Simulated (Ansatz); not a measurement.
# SiH3F + SiH3 radical: a complex and its separated parts, part 2 of 2

Ansatz 0.2.0, Gaussian basis.

### Step 13. CAM-B3LYP-D4/def2-TZVPP

The inputs:

parta/in.yaml

```yaml
crystal:
  periodic: [false, false, false]
  atoms:
    - {symbol: H, position_ang: [0.770540, -1.735012, 0.615710]}
    - {symbol: Si, position_ang: [0.172642, -1.861842, -0.734095]}
    - {symbol: F, position_ang: [-0.400275, -0.432204, -1.167148]}
    - {symbol: H, position_ang: [-0.950196, -2.828515, -0.718057]}
    - {symbol: H, position_ang: [1.198124, -2.271690, -1.721966]}
basis:
  gaussian: {orbitals: def2-TZVPP}
hamiltonian: {xc: {name: CAM-B3LYP}, dispersion: d4}
```

partb/in.yaml

```yaml
crystal:
  periodic: [false, false, false]
  atoms:
    - {symbol: Si, position_ang: [-0.073855, 1.983755, 1.030620]}
    - {symbol: H, position_ang: [-1.524745, 1.804205, 0.764830]}
    - {symbol: H, position_ang: [0.155042, 2.954939, 2.131705]}
    - {symbol: H, position_ang: [0.652723, 2.386465, -0.201399]}
basis:
  gaussian: {orbitals: def2-TZVPP}
magnetization: {spin_polarized: true, initial_magnetization: 1}
hamiltonian: {xc: {name: CAM-B3LYP}, dispersion: d4}
```

The same command starts each run, in its folder.

On the command line:

```
$ ansatz run in.yaml --threads 4 --pin off --events-out ev --progress --plain --max-ram 9574MiB
```

parta printed, shortened:

```text
Functional definition: CAM-B3LYP
  name "CAM-B3LYP"
  cite "Yanai, Tew & Handy, Chem. Phys. Lett. 393, 51 (2004) doi:10.1016/j.cplett.2004.06.011"
  cite "Iikura, Tsuneda, Yanai & Hirao, J. Chem. Phys. 115, 3540 (2001) doi:10.1063/1.1383587"
  cite "Becke, Phys. Rev. A 38, 3098 (1988) doi:10.1103/PhysRevA.38.3098"
  cite "Lee, Yang & Parr, Phys. Rev. B 37, 785 (1988) doi:10.1103/PhysRevB.37.785"
[...]
  # Exact exchange under (alpha + beta erf(omega r))/r, Becke's under what is left of 1/r.
[...]
624 factors; their error is unknown
153 factors; integrals over basis functions are off by at most 1.3e-5 eV
[...]
mean field -10645.87064032 eV, -391.2285300014 hartree, gradient 5.4e-5 eV, S^2 0.000000; 0 other end points of the search recorded, 0 dependent functions left out
reference -10645.87073652 eV, -391.2285335367 hartree; 13, 13 occupied and 102, 102 virtual orbitals, 624 factors
Total energy: -10645.90889959 eV, -391.2299360037 hartree
```

Log of partb, shortened:

```text
[... 6 set-up lines as earlier in the session ...]
[...]
  # Exact exchange under (alpha + beta erf(omega r))/r, Becke's under what is left of 1/r.
[...]
468 factors; their error is unknown
126 factors; integrals over basis functions are off by at most 1.5e-5 eV
[...]
mean field -7925.03190092 eV, -291.2395505791 hartree, gradient 5.7e-5 eV, S^2 0.751942; 0 other end points of the search recorded, 0 dependent functions left out
reference -7925.03199914 eV, -291.2395541888 hartree; 9, 8 occupied and 75, 76 virtual orbitals, 468 factors
Total energy: -7925.05977594 eV, -291.2405749675 hartree
```

Times: 0.55 s (parta), 0.5 s (partb) on 4 threads of Arm Neoverse V1, shared host.

### Step 14. wB97X-V/def2-TZVPP

The same edit goes into each in.yaml of step 13 (parta, partb):

```diff
-hamiltonian: {xc: {name: CAM-B3LYP}, dispersion: d4}
+hamiltonian: {xc: {name: wB97X-V}}
```

Each run has its own folder and the same command.

On the command line:

```
$ ansatz run in.yaml --threads 4 --pin off --events-out ev --progress --plain --max-ram 9574MiB
```

Log of parta, shortened:

```text
Functional definition: wB97X-V
  name "wB97X-V"
  cite "Mardirossian & Head-Gordon, Phys. Chem. Chem. Phys. 16, 9904 (2014) doi:10.1039/C3CP54374A"
[... 2 set-up lines as earlier in the session ...]
[...]
      + integral(e_c_pw_opposite_spin*poly(b97_u_opposite, cos0, cos1)) + vv10(b, c)
624 factors; their error is unknown
142 factors; integrals over basis functions are off by at most 1.1e-5 eV
[...]
mean field -10644.06755964 eV, -391.1622680087 hartree, gradient 1.8e-5 eV, S^2 0.000000; 0 other end points of the search recorded, 0 dependent functions left out
reference -10644.06755804 eV, -391.1622679497 hartree; 13, 13 occupied and 102, 102 virtual orbitals, 624 factors
Total energy: -10644.06755804 eV, -391.1622679497 hartree
```

Output in partb, shortened:

```text
[... 5 set-up lines as earlier in the session ...]
[...]
      + integral(e_c_pw_opposite_spin*poly(b97_u_opposite, cos0, cos1)) + vv10(b, c)
468 factors; their error is unknown
115 factors; integrals over basis functions are off by at most 1.2e-5 eV
[...]
mean field -7923.55542214 eV, -291.1852909847 hartree, gradient 4.9e-5 eV, S^2 0.751563; 0 other end points of the search recorded, 0 dependent functions left out
reference -7923.55542157 eV, -291.1852909639 hartree; 9, 8 occupied and 75, 76 virtual orbitals, 468 factors
Total energy: -7923.55542157 eV, -291.1852909639 hartree
```

They took 1.4 s (parta), 1.4 s (partb) on 4 threads of Arm Neoverse V1, shared host.

### Step 15. wB97M-V/def2-TZVPP

Each input of step 14 (parta, partb) changes in the same lines:

```diff
-hamiltonian: {xc: {name: wB97X-V}}
+hamiltonian: {xc: {name: wB97M-V}}
```

Each run has its own folder and the same command.

On the command line:

```
$ ansatz run in.yaml --threads 4 --pin off --events-out ev --progress --plain --max-ram 9574MiB
```

Output in parta, shortened:

```text
Functional definition: wB97M-V
  name "wB97M-V"
  cite "Mardirossian & Head-Gordon, J. Chem. Phys. 144, 214110 (2016) doi:10.1063/1.4952647"
[... 2 set-up lines as earlier in the session ...]
  # Of w^i u^j: cxij and so on, Table III.
[...]
  gx(w, u) = 1 - cx + cx01*u + cx10*w
[...]
      + integral(e_c_pw_mod_opposite_spin*gos(b97_w_opposite, b97_u_opposite)) + vv10(b, c)
624 factors; their error is unknown
142 factors; integrals over basis functions are off by at most 1.1e-5 eV
[...]
mean field -10644.72789253 eV, -391.1865347947 hartree, gradient 2.5e-5 eV, S^2 0.000000; 0 other end points of the search recorded, 0 dependent functions left out
reference -10644.72793189 eV, -391.1865362414 hartree; 13, 13 occupied and 102, 102 virtual orbitals, 624 factors
Total energy: -10644.72793189 eV, -391.1865362414 hartree
```

Log of partb, shortened:

```text
[... 5 set-up lines as earlier in the session ...]
  # Of w^i u^j: cxij and so on, Table III.
[...]
  gx(w, u) = 1 - cx + cx01*u + cx10*w
[...]
      + integral(e_c_pw_mod_opposite_spin*gos(b97_w_opposite, b97_u_opposite)) + vv10(b, c)
468 factors; their error is unknown
115 factors; integrals over basis functions are off by at most 1.2e-5 eV
[...]
mean field -7923.88144874 eV, -291.1972722415 hartree, gradient 8.3e-5 eV, S^2 0.751151; 0 other end points of the search recorded, 0 dependent functions left out
reference -7923.88148712 eV, -291.1972736518 hartree; 9, 8 occupied and 75, 76 virtual orbitals, 468 factors
Total energy: -7923.88148712 eV, -291.1972736518 hartree
```

Times: 1.8 s (parta), 1.4 s (partb) on 4 threads of Arm Neoverse V1, shared host.

### Step 16. B2PLYP/def2-TZVPP

Each input of step 15 (parta, partb) changes in the same lines:

```diff
-hamiltonian: {xc: {name: wB97M-V}}
+hamiltonian: {xc: {name: B2PLYP}}
```

Each run has its own folder and the same command.

On the command line:

```
$ ansatz run in.yaml --threads 4 --pin off --events-out ev --progress --plain --max-ram 9574MiB
```

parta printed, shortened:

```text
Functional definition: B2PLYP
  name "B2PLYP"
  cite "Grimme, J. Chem. Phys. 124, 034108 (2006) doi:10.1063/1.2148954"
[... 2 set-up lines as earlier in the session ...]
[...]
673 factors; integrals over basis functions are off by at most 8.9e-4 eV
[...]
mean field -10638.17834612 eV, -390.9458434036 hartree, gradient 3.7e-6 eV, S^2 0.000000; 0 other end points of the search recorded, 0 dependent functions left out
6 core orbitals not correlated: weight in the atoms' cores, before any rotation towards them, 1.000 or more for the frozen orbitals, at most 0.000 for the correlated occupied ones
reference -10638.17847152 eV, -390.9458480119 hartree; 7, 7 occupied and 102, 102 virtual orbitals, 673 factors
second order -12.40006959 eV of doubles, -0.00000000 eV of singles
Total energy: -10641.52649030 eV, -391.0688854330 hartree
```

Output in partb, shortened:

```text
[... 5 set-up lines as earlier in the session ...]
[...]
467 factors; integrals over basis functions are off by at most 1.1e-3 eV
[...]
mean field -7920.43229989 eV, -291.0705183591 hartree, gradient 3.0e-6 eV, S^2 0.752859; 0 other end points of the search recorded, 0 dependent functions left out
5 core orbitals not correlated: weight in the atoms' cores, before any rotation towards them, 1.000 or more for the frozen orbitals, at most 0.000 for the correlated occupied ones
reference -7920.43242829 eV, -291.0705230779 hartree; 4, 3 occupied and 75, 76 virtual orbitals, 467 factors
second order -3.93879532 eV of doubles, -0.00000000 eV of singles
Total energy: -7921.49590303 eV, -291.1096050535 hartree
```

They took 0.8 s (parta), 0.65 s (partb) on 4 threads of Arm Neoverse V1, shared host.

### Step 17. PBE-QIDH/def2-TZVPP

The same edit goes into each in.yaml of step 16 (parta, partb):

```diff
-hamiltonian: {xc: {name: B2PLYP}}
+hamiltonian: {xc: {name: PBE-QIDH}}
```

Each run has its own folder and the same command.

On the command line:

```
$ ansatz run in.yaml --threads 4 --pin off --events-out ev --progress --plain --max-ram 9574MiB
```

Log of parta, shortened:

```text
Functional definition: PBE-QIDH
  name "PBE-QIDH"
  cite "Brémond, Sancho-García, Pérez-Jiménez & Adamo, J. Chem. Phys. 141, 031101 (2014) doi:10.1063/1.4890314"
[... 1 set-up line as earlier in the session ...]
[...]
673 factors; integrals over basis functions are off by at most 8.9e-4 eV
[...]
mean field -10633.78429632 eV, -390.7843650520 hartree, gradient 7.3e-6 eV, S^2 0.000000; 0 other end points of the search recorded, 0 dependent functions left out
6 core orbitals not correlated: weight in the atoms' cores, before any rotation towards them, 1.000 or more for the frozen orbitals, at most 0.000 for the correlated occupied ones
reference -10633.78430611 eV, -390.7843654118 hartree; 7, 7 occupied and 102, 102 virtual orbitals, 673 factors
second order -11.59230744 eV of doubles, -0.00000000 eV of singles
Total energy: -10637.64840859 eV, -390.9263685588 hartree
```

Output in partb, shortened:

```text
[... 4 set-up lines as earlier in the session ...]
[...]
467 factors; integrals over basis functions are off by at most 1.1e-3 eV
[...]
mean field -7917.91039078 eV, -290.9778399088 hartree, gradient 4.9e-6 eV, S^2 0.753948; 0 other end points of the search recorded, 0 dependent functions left out
5 core orbitals not correlated: weight in the atoms' cores, before any rotation towards them, 1.000 or more for the frozen orbitals, at most 0.000 for the correlated occupied ones
reference -7917.91040159 eV, -290.9778403061 hartree; 4, 3 occupied and 75, 76 virtual orbitals, 467 factors
second order -3.64514622 eV of doubles, -0.00000000 eV of singles
Total energy: -7919.12545033 eV, -291.0224925237 hartree
```

Wall times: 0.75 s (parta), 0.55 s (partb) on 4 threads of Arm Neoverse V1, shared host.

### Step 18. RPA on PBE/def2-TZVPP

The same edit goes into each in.yaml of step 17 (parta, partb):

```diff
-hamiltonian: {xc: {name: PBE-QIDH}}
+hamiltonian: {xc: pbe}
+correlation: {method: rpa}
```

One command serves all of them, each in its own folder.

On the command line:

```
$ ansatz run in.yaml --threads 4 --pin off --events-out ev --progress --plain --max-ram 9574MiB
```

parta printed, shortened:

```text
[... 4 set-up lines as earlier in the session ...]
[...]
673 factors; integrals over basis functions are off by at most 8.9e-4 eV
[...]
mean field -10639.26718403 eV, -390.9858574589 hartree, gradient 3.2e-6 eV, S^2 0.000000; 0 other end points of the search recorded, 0 dependent functions left out
6 core orbitals not correlated: weight in the atoms' cores, before any rotation towards them, 1.000 or more for the frozen orbitals, at most 0.000 for the correlated occupied ones
reference -10617.93367560 eV, -390.2018654845 hartree; 7, 7 occupied and 102, 102 virtual orbitals, 673 factors
Total energy: -10635.41344349 eV, -390.8442351060 hartree
```

Log of partb, shortened:

```text
[... 4 set-up lines as earlier in the session ...]
[...]
467 factors; integrals over basis functions are off by at most 1.1e-3 eV
[...]
mean field -7920.60642970 eV, -291.0769175116 hartree, gradient 2.3e-6 eV, S^2 0.752840; 0 other end points of the search recorded, 0 dependent functions left out
5 core orbitals not correlated: weight in the atoms' cores, before any rotation towards them, 1.000 or more for the frozen orbitals, at most 0.000 for the correlated occupied ones
reference -7908.18941757 eV, -290.6206007323 hartree; 4, 3 occupied and 75, 76 virtual orbitals, 467 factors
Total energy: -7915.41369625 eV, -290.8860880771 hartree
```

Wall times: 0.8 s (parta), 0.55 s (partb) on 4 threads of Arm Neoverse V1, shared host.

### Step 19. CCSD(T)/def2-TZVPP

parta/in.yaml: that of step 18 with these lines changed.

```diff
@@ -10,3 +10,2 @@
   gaussian: {orbitals: def2-TZVPP}
-hamiltonian: {xc: pbe}
-correlation: {method: rpa}
+correlation: {method: ccsd_t}
```

partb/in.yaml: that of step 18 with these lines changed.

```diff
@@ -10,3 +10,3 @@
 magnetization: {spin_polarized: true, initial_magnetization: 1}
-hamiltonian: {xc: pbe}
-correlation: {method: rpa}
+correlation: {method: ccsd_t}
+scf: {omitted_lower_state_checks: [cluster_reference]}
```

Each run has its own folder and the same command.

On the command line:

```
$ ansatz run in.yaml --threads 4 --pin off --events-out ev --progress --plain --max-ram 9574MiB
```

Output in parta, shortened:

```text
Functional definition: HF
  name "HF"
  cite "Fock, Z. Phys. 61, 126 (1930) doi:10.1007/BF01340294"
[... 1 set-up line as earlier in the session ...]
[...]
673 factors; integrals over basis functions are off by at most 8.9e-4 eV
[...]
mean field -10618.75672195 eV, -390.2321118797 hartree, gradient 1.8e-6 eV, S^2 0.000000; 0 other end points of the search recorded, 0 dependent functions left out
6 core orbitals not correlated: weight in the atoms' cores, before any rotation towards them, 1.000 or more for the frozen orbitals, at most 0.000 for the correlated occupied ones
reference -10618.75672195 eV, -390.2321118797 hartree; 7, 7 occupied and 102, 102 virtual orbitals, 673 factors
second order -10.41001913 eV of doubles, -0.00000000 eV of singles
cycle   1  -10.68409852 eV  change   -2.7e-1 eV  update   7.1e-2
[...]
cycle   8  -11.00763999 eV  change    1.7e-5 eV  update   1.3e-5
perturbative correction -0.28076015 eV, -0.0103177454 hartree
Total energy: -10630.04512209 eV, -390.6469529336 hartree
```

partb printed, shortened:

```text
[... 4 set-up lines as earlier in the session ...]
[...]
467 factors; integrals over basis functions are off by at most 1.1e-3 eV
[...]
mean field -7908.64361946 eV, -290.6372923440 hartree, gradient 9.9e-6 eV, S^2 0.755036; 0 other end points of the search recorded, 0 dependent functions left out
[...]
reference -7908.64361946 eV, -290.6372923440 hartree; 4, 3 occupied and 75, 76 virtual orbitals, 467 factors
second order -3.17769259 eV of doubles, -0.00000000 eV of singles
cycle   1  -3.68586197 eV  change   -5.1e-1 eV  update   5.4e-2
[...]
cycle   9  -3.89187330 eV  change    7.0e-6 eV  update   7.1e-6
perturbative correction -0.09593373 eV, -0.0035254996 hartree
Total energy: -7912.63142650 eV, -290.7838415496 hartree
Checks for a lower state left out: cluster_reference
```

Times: 1.9 s (parta), 0.8 s (partb) on 4 threads of Arm Neoverse V1, shared host.

### Step 20. Vibrations of SiH3F

Contents of vib-parta/in.yaml:

```yaml
crystal:
  periodic: [false, false, false]
  atoms:
    - {symbol: H, position_ang: [0.770540, -1.735012, 0.615710]}
    - {symbol: Si, position_ang: [0.172642, -1.861842, -0.734095]}
    - {symbol: F, position_ang: [-0.400275, -0.432204, -1.167148]}
    - {symbol: H, position_ang: [-0.950196, -2.828515, -0.718057]}
    - {symbol: H, position_ang: [1.198124, -2.271690, -1.721966]}
basis:
  gaussian: {orbitals: def2-TZVP}
hamiltonian: {xc: pbe0, dispersion: d4}
phonons: {temperatures: {t_min: 298.15, t_max: 900, t_step: 200}}
```

On the command line:

```
$ ansatz run in.yaml --threads 4 --pin off --events-out ev --progress --plain --max-ram 9574MiB
```

Log, shortened:

```text
[... 5 set-up lines as earlier in the session ...]
[...]
556 factors; their error is unknown
[...]
mean field -10640.14967670 eV, -391.0182884662 hartree, gradient 4.3e-5 eV, S^2 0.000000; 0 other end points of the search recorded, 0 dependent functions left out
[...]
Atom 2 at    -0.400275    -0.432204    -1.167148 Å, force     0.000246    -0.000177     0.000424 eV/Å
Atom 3 at    -0.950196    -2.828515    -0.718057 Å, force    -0.001174    -0.000217     0.000908 eV/Å
Atom 4 at     1.198124    -2.271690    -1.721966 Å, force     0.001397     0.000449    -0.000314 eV/Å
Dipole moment:     0.094662    -0.236055     0.071644 e Å
Vibrations: 722.29 722.39 880.13 955.99 956.17 987.08 2250.13 2257.56 2257.57 cm⁻¹, zero-point energy 0.743242 eV
```

Wall time 9 s (4 threads of Arm Neoverse V1, shared host).

Wavenumbers and character of the modes:

```csv
mode,wavenumber (cm⁻¹),character
1,722,bend
2,722,bend
3,880,Si–F stretch
4,956,bend
5,956,bend
6,987,bend
7,2250,Si–H stretch
8,2258,Si–H stretch
9,2258,Si–H stretch
```

Vibrational sums (real modes only):

```csv
T (K),entropy (J/mol/K),heat capacity (J/mol/K)
298,4.3,14.1
498,16.0,31.8
698,28.8,43.6
898,40.8,51.7
```

### Step 21. Vibrations of SiH3 radical

Contents of vib-partb/in.yaml:

```yaml
crystal:
  periodic: [false, false, false]
  atoms:
    - {symbol: Si, position_ang: [-0.073855, 1.983755, 1.030620]}
    - {symbol: H, position_ang: [-1.524745, 1.804205, 0.764830]}
    - {symbol: H, position_ang: [0.155042, 2.954939, 2.131705]}
    - {symbol: H, position_ang: [0.652723, 2.386465, -0.201399]}
basis:
  gaussian: {orbitals: def2-TZVP}
magnetization: {spin_polarized: true, initial_magnetization: 1}
hamiltonian: {xc: pbe0, dispersion: d4}
phonons: {temperatures: {t_min: 298.15, t_max: 900, t_step: 200}}
```

On the command line:

```
$ ansatz run in.yaml --threads 4 --pin off --events-out ev --progress --plain --max-ram 9574MiB
```

Log, shortened:

```text
[... 5 set-up lines as earlier in the session ...]
[...]
400 factors; their error is unknown
[...]
mean field -7921.47174210 eV, -291.1087171560 hartree, gradient 2.1e-5 eV, S^2 0.752997; 0 other end points of the search recorded, 0 dependent functions left out
[...]
Atom 1 at    -1.524745     1.804205     0.764830 Å, force    -0.001117    -0.000318    -0.000076 eV/Å
Atom 2 at     0.155042     2.954939     2.131705 Å, force     0.000230     0.000558     0.000854 eV/Å
Atom 3 at     0.652723     2.386465    -0.201399 Å, force     0.000725     0.000175    -0.000893 eV/Å
Dipole moment:     0.002472    -0.005950     0.001984 e Å
Vibrations: 746.95 926.65 926.67 2204.03 2242.23 2242.24 cm⁻¹, zero-point energy 0.575831 eV
```

Run time: 3 s. Hardware: 4 threads of Arm Neoverse V1, shared host.

The modes, with what each moves most:

```csv
mode,wavenumber (cm⁻¹),character
1,747,bend
2,927,bend
3,927,bend
4,2204,Si–H stretch
5,2242,Si–H stretch
6,2242,Si–H stretch
```

Vibrational sums (real modes only):

```csv
T (K),entropy (J/mol/K),heat capacity (J/mol/K)
298,2.1,7.1
498,8.1,16.8
698,15.1,24.7
898,22.1,30.7
```

### Step 22. Complex less separated parts

The complex's own energies come from single points at the same levels.

Rows are in def2-TZVPP; times add the 3 runs of a level on a shared host, so small differences are noise.

Differences are taken before rounding.

```csv
method,rung,complex less parts (kJ/mol),from CCSD(T) (kJ/mol),time
SPW92,LDA,-9.3,-5.8,2.1 s
PBE-D4,GGA,-7.2,-3.7,3 s
BLYP-D4,GGA,-6.9,-3.4,2.9 s
r2SCAN-D4,meta-GGA,-5.5,-1.9,6.7 s
B97M-V,meta-GGA,-5.6,-2.1,12 s
PBE0-D4,hybrid,-6.2,-2.7,3.9 s
B3LYP-D4,hybrid,-6.8,-3.3,4.1 s
r2SCAN0-D4,hybrid,-5.4,-1.8,7.6 s
BHLYP-D4,hybrid,-7.0,-3.4,3.8 s
CAM-B3LYP-D4,range-separated hybrid,-6.4,-2.9,4.2 s
wB97X-V,range-separated hybrid,-4.9,-1.4,11 s
wB97M-V,range-separated hybrid,-4.5,-1.0,12 s
B2PLYP,double hybrid,-1.5,+2.0,5.5 s
PBE-QIDH,double hybrid,-2.5,+1.1,5.3 s
RPA on PBE,RPA,-2.3,+1.2,5.1 s
Hartree-Fock,wavefunction,2.0,+5.6,
MP2,wavefunction,-3.1,+0.4,
CCSD,wavefunction,-2.8,+0.8,
CCSD(T),wavefunction,-3.5,0,2.2 min
```

Among the levels timed on like hardware and quicker than the yardstick, those that no quicker one beats, quickest first: SPW92 (2.1 s, -5.8 kJ/mol); BLYP-D4 (2.9 s, -3.4 kJ/mol); PBE0-D4 (3.9 s, -2.7 kJ/mol); RPA on PBE (5.1 s, +1.2 kJ/mol); PBE-QIDH (5.3 s, +1.1 kJ/mol); wB97M-V (12 s, -1.0 kJ/mol).

wB97M-V reaches 1.0 kJ/mol from the reference in 12 s, where CCSD(T) took 2.2 min; the quickest level in the cost chart, SPW92, takes 2.1 s and misses by 5.8 kJ/mol.

The complex's zero-point energy, from a separate PBE0-D4 run, is 1.339 eV.

### Step 23. What came out

The summary covers parts 1 to 2.

| quantity | value |
| --- | --- |
| complex less parts, CCSD(T)/def2-TZVPP | -3.5 kJ/mol |
| with zero-point energy | -1.6 kJ/mol |
| largest T1 diagnostic | 0.016 |

**Reading.** At CCSD(T) the complex lies 3.5 kJ/mol below its parts. wB97M-V is the best functional here (-1.0 kJ/mol from CCSD(T)); SPW92 is the worst (-5.8 kJ/mol). Mean unsigned error by rung: LDA 5.8, GGA 3.5, meta-GGA 2.0, hybrid 2.8, range-separated hybrid 1.8, double hybrid 1.5 kJ/mol. PBE-D4 gives a relative energy 3.7 kJ/mol too low, an error of 104 % of the reference. The complex's frequency run has imaginary modes: the structure is no minimum, so both the energy and the zero-point correction are in doubt. No counterpoise was applied, and triple zeta lacks some correlation, so the CCSD(T) reference has a basis error of its own, and close matches with it are partly luck.
